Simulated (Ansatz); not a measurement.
# H₂O₂ (singlet): from a generated start to a stationary point

Where does this start of H₂O₂ (singlet) end when it is relaxed?

The runs use Ansatz 0.2.0, Gaussian basis; RKS PBE0/def2-TZVP.

### Step 1. Where the work starts

4 atoms, charge 0, spin multiplicity 1.

Atoms are counted from 1 here; the program's logs count them from 0.

Bond lengths: O1–O2 1.421 Å, O1–H3 0.965 Å, O2–H4 0.965 Å. Angles: O2–O1–H3 102.0°, O1–O2–H4 102.0°.

The start was built by rule and, where that kept it together, relaxed with GFN2-xTB. Sticks and bond lists go by distance. 

### Step 2. Relaxation

in.yaml

```yaml
crystal:
  periodic: [false, false, false]
  atoms:
    - {symbol: O, position_ang: [-0.698091, -0.131763, -0.002223]}
    - {symbol: O, position_ang: [0.698091, 0.131763, 0.002223]}
    - {symbol: H, position_ang: [-1.071094, 0.758675, -0.002333]}
    - {symbol: H, position_ang: [1.071094, -0.758675, 0.002333]}
basis:
  gaussian: {orbitals: def2-TZVP}
hamiltonian: {xc: pbe0}
relax: {f_tol: 0.004, max_steps: 80}
```

The run is started by

```
$ ansatz run in.yaml --threads 1 --pin off --events-out ev --progress --plain --max-ram 1740MiB
```

Before running it: what results should come out? Wanted: energy gained; shift from the start; total energy; dipole moment.

As calculated:

| quantity | value |
| --- | --- |
| steps | 5 |
| energy gained | 0.016 eV |
| shift from the start (rms) | 0.019 Å |
| total energy | -4121.2490 eV |
| dipole moment | 0.00 D |

**Reading.** The bonds of the start are those of the end. O1–O2 went from 1.421 to 1.437 Å. No vibrations were run, so this is a stationary point, not a proven minimum, and this spin need not be the ground state's.
